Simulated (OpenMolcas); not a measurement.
# SiO2 (silicon dioxide molecule), step by step

We compute the energy (UHF/STO-3G), then the energy (CASSCF(2,2)/STO-3G), then the energy (CASPT2(2,2)/STO-3G), then a single-point energy (SC-NEVPT2(2,2)/STO-3G), then the energy (MRCI(2,2)/STO-3G) of SiO2 (silicon dioxide molecule). 

Program for the calculation: OpenMolcas 26.06.

2 further runs of the same task are left out: 1 that didn't finish, 1 set aside as unsound or not needed.

## Step 1: The system as given

SiO2: 3 atoms, total charge 0, spin state singlet. As SMILES, `O=[Si]=O`. The O1–Si2 distance was set to 2.982 Å, away from the relaxed value. At this shape a bond of the SMILES string is far longer than usual.

Bond lengths: Si2–O3 1.491 Å. A long bond or contact: O1–Si2 2.982 Å.

## Step 2: A single-point energy at UHF/STO-3G (run 1)

input.xyz reads:

```xyz
3

O      1.383206     2.434168     1.027652
Si    -0.000730     0.000440    -0.000160
O     -0.690510    -1.217740    -0.513580
```

step1.input reads:

```
* O2Si Hartree-Fock
>>> EXPORT MOLCAS_PRINT=2

&GATEWAY
  BasLib = $CurrDir
  Coord = input.xyz
  Basis = STO-3G
  Group = NoSym

&SEWARD

&SCF
  UHF
  Scramble = 0.25
  PrOrbitals = 1 1
```

The basis set STO-3G is read from a file made from the Basis Set Exchange's data (not shown).

Command:

```sh
$ export MOLCAS_MEM=1860
$ pymolcas step1.input > step1.log
```

Output:

```text
--- Start Module: gateway ---
[...]
--- Stop Module: gateway /rc=_RC_ALL_IS_WELL_ ---
--- Start Module: seward ---
[...]
      Basis functions           19
--- Stop Module: seward /rc=_RC_ALL_IS_WELL_ ---
--- Start Module: scf ---
[...]
       Convergence after  75 Iterations
[...]
::    Total SCF energy                               -433.1552112029
[...]
      Total spin, S                                     0.6182118398
[...]
      Total electronic charge=   30.000000
      Total            charge=   -0.000000
[...]
      Dipole Moment (debye):
      Origin of the operator (angstrom)=    0.1844    0.3247    0.1370
                   X=  8.2981E-01               Y=  1.4656E+00               Z=  6.1767E-01           Total=  1.7939E+00
      Quadrupole Moment (debye*angstrom):
[...]
--- Stop Module: scf /rc=_RC_ALL_IS_WELL_ ---
[...]
```

Wall time 3 s (1 thread of Intel Xeon Platinum 8488C (Sapphire Rapids), shared host); peak memory 0.37 GiB.

## Step 3: A single-point energy at CASSCF(2,2)/STO-3G (run 2)

input.xyz is that of step 2.

step2.inp reads:

```
>>> EXPORT MOLCAS_PRINT=2
&GATEWAY
BasLib=$CurrDir
Coord=input.xyz
Basis=STO-3G
Group=NoSym
&SEWARD
&RASSCF
FileOrb=$CurrDir/step1.UnaOrb
Spin=1
Nactel=2 0 0
Inactive=14
Ras2=2
OrbListing=Nothing
```

The basis set STO-3G is read from a file made from the Basis Set Exchange's data (not shown).

Command:

```sh
$ export MOLCAS_MEM=1860
$ pymolcas step2.inp > step2.log
```

Output:

```text
--- Start Module: gateway ---
[...]
--- Stop Module: gateway /rc=_RC_ALL_IS_WELL_ ---
--- Start Module: seward ---
[...]
      Basis functions           19
--- Stop Module: seward /rc=_RC_ALL_IS_WELL_ ---
--- Start Module: rasscf ---
[...]
      Number of active orbitals                  2
[...]
      Spin quantum number                      0.0
[...]
      Active orbitals                            2
[...]
      Number of CSFs                             3
[...]
      Number of root(s) required                 1
[...]
      Convergence after  7 iterations
[...]
      printout of CI-coefficients larger than  0.05 for root  1
      energy=    -433.108259
      conf/sym  11     Coeff  Weight
             1  20  -0.73762 0.54408
             3  02   0.67522 0.45592
      Natural orbitals and occupation numbers for root  1
      sym 1:   1.088157   0.911843
      ************************************************************************************************************************
      *                                                    Final results                                                     *
[...]
::    RASSCF root number  1 Total energy:   -433.10825910
[...]
      Total electronic charge=   30.000000
      Total            charge=   -0.000000
[...]
      Dipole Moment (debye):
      Origin of the operator (angstrom)=    0.1844    0.3247    0.1370
                   X=  8.1516E-01               Y=  1.4399E+00               Z=  6.0686E-01           Total=  1.7624E+00
      Quadrupole Moment (debye*angstrom):
[...]
--- Stop Module: rasscf /rc=_RC_ALL_IS_WELL_ ---
[...]
```

Wall time 1.6 s (1 thread of Intel Xeon Platinum 8488C (Sapphire Rapids), shared host); peak memory 0.37 GiB.

## Step 4: The energy at CASPT2(2,2)/STO-3G (run 3)

input.xyz is that of step 3.

step3.input reads:

```
* O2Si CASPT2
>>> EXPORT MOLCAS_PRINT=2

&GATEWAY
  BasLib = $CurrDir
  Coord = input.xyz
  Basis = STO-3G
  Group = NoSym

&SEWARD

&RASSCF
  FileOrb = $CurrDir/step2.RasOrb
  Spin = 1
  Nactel = 2 0 0
  Inactive = 14
  Ras2 = 2
  OrbListing = Nothing

&CASPT2
  Imaginary = 0.1
  Frozen = 7
```

The basis set STO-3G is read from a file made from the Basis Set Exchange's data (not shown).

Command:

```sh
$ export MOLCAS_MEM=1860
$ pymolcas step3.input > step3.log
```

Output:

```text
--- Start Module: gateway ---
[...]
--- Stop Module: gateway /rc=_RC_ALL_IS_WELL_ ---
[...]
      Basis functions           19
[...]
--- Start Module: rasscf ---
[...]
      Number of active orbitals                  2
[...]
      Spin quantum number                      0.0
[...]
      Active orbitals                            2
[...]
      Number of CSFs                             3
[...]
      Number of root(s) required                 1
[...]
      Convergence after  4 iterations
[...]
      printout of CI-coefficients larger than  0.05 for root  1
      energy=    -433.108259
      conf/sym  11     Coeff  Weight
             1  20  -0.73762 0.54408
             3  02   0.67522 0.45592
      Natural orbitals and occupation numbers for root  1
      sym 1:   1.088157   0.911843
      ************************************************************************************************************************
      *                                                    Final results                                                     *
[...]
::    RASSCF root number  1 Total energy:   -433.10825910
[...]
      Total electronic charge=   30.000000
      Total            charge=   -0.000000
[...]
      Dipole Moment (debye):
      Origin of the operator (angstrom)=    0.1844    0.3247    0.1370
                   X=  8.1514E-01               Y=  1.4399E+00               Z=  6.0685E-01           Total=  1.7624E+00
      Quadrupole Moment (debye*angstrom):
[...]
--- Stop Module: rasscf /rc=_RC_ALL_IS_WELL_ ---
--- Start Module: caspt2 ---
[...]
      E2 (Variational):          -0.1401157086
      Total energy:            -433.2483748129
[...]
      Reference weight:           0.91125
[...]
::    CASPT2 Root  1     Total energy:   -433.24837481
[...]
--- Stop Module: caspt2 /rc=_RC_ALL_IS_WELL_ ---
[...]
```

It took 1.6 s on 1 thread of Intel Xeon Platinum 8488C (Sapphire Rapids), shared host; peak memory 0.37 GiB.

## Step 5: The energy at SC-NEVPT2(2,2)/STO-3G (run 4)

input.xyz is that of step 4.

step4.inp reads:

```
* O2Si NEVPT2
&GATEWAY
BasLib=$CurrDir
Coord=input.xyz
Basis=STO-3G
Group=NoSym
&SEWARD
&RASSCF
FileOrb=$CurrDir/step2.RasOrb
Spin=1
Nactel=2 0 0
Inactive=14
Ras2=2
OrbListing=Nothing
&CASPT2
SC-NEVPT2
Frozen=7
```

The basis set STO-3G is read from a file made from the Basis Set Exchange's data (not shown).

Command:

```sh
$ export MOLCAS_MEM=1860
$ pymolcas step4.inp > step4.log
```

Output:

```text
--- Start Module: gateway ---
[...]
--- Stop Module: gateway /rc=_RC_ALL_IS_WELL_ ---
[...]
      Basis functions           19
[...]
--- Start Module: rasscf ---
[...]
      Number of active orbitals                  2
[...]
      Spin quantum number                      0.0
[...]
      Active orbitals                            2
[...]
      Number of CSFs                             3
[...]
      Number of root(s) required                 1
[...]
      Convergence after  4 iterations
[...]
      printout of CI-coefficients larger than  0.05 for root  1
      energy=    -433.108259
      conf/sym  11     Coeff  Weight
             1  20  -0.73762 0.54408
             3  02   0.67522 0.45592
      Natural orbitals and occupation numbers for root  1
      sym 1:   1.088157   0.911843
      ************************************************************************************************************************
      *                                                    Final results                                                     *
[...]
::    RASSCF root number  1 Total energy:   -433.10825910
[...]
      Total electronic charge=   30.000000
      Total            charge=   -0.000000
[...]
      Dipole Moment (debye):
      Origin of the operator (angstrom)=    0.1844    0.3247    0.1370
                   X=  8.1514E-01               Y=  1.4399E+00               Z=  6.0685E-01           Total=  1.7624E+00
      Quadrupole Moment (debye*angstrom):
[...]
--- Stop Module: rasscf /rc=_RC_ALL_IS_WELL_ ---
--- Start Module: caspt2 ---
[...]
      E2 (Variational):          -0.1398184080
[...]
      E2 (Variational):          -0.1398183956
      Total energy:            -433.2480774999
[...]
      Reference weight:           0.91072
[...]
::    SC-NEVPT2 Root  1     Total energy:   -433.24807750
[...]
--- Stop Module: caspt2 /rc=_RC_ALL_IS_WELL_ ---
[...]
```

Wall time 1.6 s (1 thread of Intel Xeon Platinum 8488C (Sapphire Rapids), shared host); peak memory 0.37 GiB.

## Step 6: A single-point energy at MRCI(2,2)/STO-3G (run 5)

input.xyz is that of step 5.

step5.input reads:

```
* O2Si MRCI

&GATEWAY
  BASLIB=$CurrDir
  COORD=input.xyz
  BASIS=STO-3G
  GROUP=NoSym

&SEWARD

&RASSCF
  FILEORB=$CurrDir/step2.RasOrb
  SPIN=1
  NACTEL=2 0 0
  INACTIVE=14
  RAS2=2
  ORBLISTING=Nothing

&MOTRA
  LUMORB
  FROZEN=7

&GUGA
  ELECTRONS=16
  SPIN=1
  INACTIVE=7
  ACTIVE=2
  CIALL=1

&MRCI
  SDCI
```

The basis set STO-3G is read from a file made from the Basis Set Exchange's data (not shown).

Command:

```sh
$ export MOLCAS_MEM=1860
$ pymolcas step5.input > step5.log
```

Output:

```text
--- Start Module: gateway ---
[...]
--- Stop Module: gateway /rc=_RC_ALL_IS_WELL_ ---
[...]
      Basis functions           19
[...]
      Number of active orbitals                  2
[...]
      Spin quantum number                      0.0
[...]
      Active orbitals                            2
[...]
      Number of CSFs                             3
[...]
      Number of root(s) required                 1
[...]
      Convergence after  4 iterations
[...]
      printout of CI-coefficients larger than  0.05 for root  1
      energy=    -433.108259
      conf/sym  11     Coeff  Weight
             1  20  -0.73762 0.54408
             3  02   0.67522 0.45592
      Natural orbitals and occupation numbers for root  1
      sym 1:   1.088157   0.911843
      ************************************************************************************************************************
      *                                                    Final results                                                     *
[...]
::    RASSCF root number  1 Total energy:   -433.10825910
[...]
      Dipole Moment (debye):
      Origin of the operator (angstrom)=    0.1844    0.3247    0.1370
                   X=  8.1514E-01               Y=  1.4399E+00               Z=  6.0685E-01           Total=  1.7624E+00
      Quadrupole Moment (debye*angstrom):
[...]
--- Start Module: guga ---
[...]
--- Stop Module: guga /rc=_RC_ALL_IS_WELL_ ---
[...]
       (But an ACPF correction will be computed)
       USE THE DEFAULT ACPF G-VALUE GFAC=  0.12500000000000000
[...]
                      CI ENERGY:  -433.23476921
[...]
                ACPF CORRECTION:    -0.01115657
[...]
      Total electronic charge=   30.000000
      Total            charge=   -0.000000
[...]
     ACPF CORRECTION:     -0.01115657
[...]
  CI State   1     Total energy:   -433.23476921     QDav:     -0.01291305     QACPF:     -0.01115657
[...]
```

Run time: 1.8 s. Hardware: 1 thread of Intel Xeon Platinum 8488C (Sapphire Rapids), shared host; peak memory 0.37 GiB.

## Step 7: Results

| quantity | value |
| --- | --- |
| run 1, UHF/STO-3G: total energy | -433.15521 Eh |
| run 1, UHF/STO-3G: dipole moment | 1.79 D |
| run 1, UHF/STO-3G: HOMO energy | -7.67 eV |
| run 1, UHF/STO-3G: LUMO energy | 7.99 eV |
| run 1, UHF/STO-3G: HOMO–LUMO gap | 15.66 eV |
| run 1, UHF/STO-3G: ⟨S²⟩ | 1.000 |
| run 2, CASSCF(2,2)/STO-3G: total energy | -433.10826 Eh |
| run 2, CASSCF(2,2)/STO-3G: dipole moment (CASSCF density) | 1.76 D |
| run 3, CASPT2(2,2)/STO-3G: total energy | -433.24837 Eh |
| run 3, CASPT2(2,2)/STO-3G: dipole moment (CASSCF density) | 1.76 D |
| run 4, SC-NEVPT2(2,2)/STO-3G: total energy | -433.24808 Eh |
| run 4, SC-NEVPT2(2,2)/STO-3G: dipole moment (CASSCF density) | 1.76 D |
| run 5, MRCI(2,2)/STO-3G: total energy | -433.23477 Eh |
| run 5, MRCI(2,2)/STO-3G: dipole moment (CASSCF density) | 1.76 D |

In words: ⟨S²⟩ (run 1, UHF/STO-3G) is 1.00 where a pure singlet has 0.00: the reference is spin-contaminated. Mulliken charges (run 2, CASSCF(2,2)/STO-3G) run from -0.50 on O3 to +0.50 on Si2; they depend strongly on the basis. Mulliken charges (run 5, MRCI(2,2)/STO-3G) of the CASSCF density run from -0.50 on O3 to +0.50 on Si2; they depend strongly on the basis.
